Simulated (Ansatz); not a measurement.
Volume per atom (Å³/atom) of solids drawn from the class of elemental solids other than molecular ones, at two levels: PBE (Ansatz, a first-principles code, plane waves, PAW), and PBE-D3(BJ) in Ansatz (PAW).

```
solid                         PBE  PBE-D3(BJ)
--------------------------  -----  ----------
hcp Zr                      23.39           ?
body-centred tetragonal In  27.47       26.06
hcp Tl                      31.43       29.61
hcp Co                      10.86       10.55
hcp Ru                      13.77       13.45
hcp Be                       7.91        7.43
hcp Ti                      17.39       16.52
hcp Hf                      22.53           ?
hcp Os                      14.28       14.02
```

### Question
Estimate the withheld PBE-D3(BJ) values from the other rows.

### Answer
One way: carry over the typical ratio. The ratios PBE-D3(BJ) / PBE of the other rows, in order: 0.9393, 0.9421, 0.9487, 0.9500, 0.9715, 0.9768, 0.9818; median 0.9500. hcp Zr: 23.39 × 0.9500 = 22.22 Å³/atom; the run gives 22.46 Å³/atom. hcp Hf: 22.53 × 0.9500 = 21.40 Å³/atom; the run gives 21.85 Å³/atom. The ratios spread from 0.9393 to 0.9818, so such an estimate is rough.

Of 9 rows, PBE-D3(BJ) is the larger in 0 and the smaller in 9.

Ansatz's runs of these crystals have no spin polarisation, but for hcp Co.

Density-functional runs with spin start from parallel moments for hcp Co.

Spin–orbit coupling is left out, also for the solids with elements from indium on (body-centred tetragonal In, hcp Tl, hcp Hf, hcp Os); its size isn't shown.

Caveats: the cell is over a tenth larger than the published one: the level's own overestimate first of all, though another phase or state, or a fault of the published cell, is possible (PBE: hcp Tl). Ansatz's density-functional and Hartree–Fock values are scalar-relativistic unless marked +SOC, with PAW data made under PBE.
